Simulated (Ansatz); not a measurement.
**Zinc, hcp: convergence with Fermi-Dirac smearing**

Computed with Ansatz, LDA, scalar-relativistic PAW, on the relaxed cell (a = 2.571 Å, c = 4.736 Å (c/a = 1.842); spin not included). Errors count from a run at 420 eV on a Γ-centred 23×23×11 mesh with Fermi-Dirac smearing of 0.1 eV, extrapolated to zero width. Fixed here: cutoff 420 eV, mesh 14×14×7. The SCF starts from atomic densities corrected by a trained network.

```tsv
width (eV)	E(σ→0) error (meV/atom)	F error (meV/atom)	P (GPa)	SCF iterations
0.01	1.6	1.6	0.00	6
0.03	1.5	1.4	0.00	6
0.1	2.2	-1.3	0.06	6
0.3	3.0	-30.6	0.50	6
0.6	11.2	-137.6	2.03	6
1.0	41.9	-417.2	5.31	6
```

Task: What does the run at 0.2 give (width)?

Result: E(σ→0) error (meV/atom): 2.5; F error (meV/atom): -12.2; P (GPa): 0.22; SCF iterations: 6.
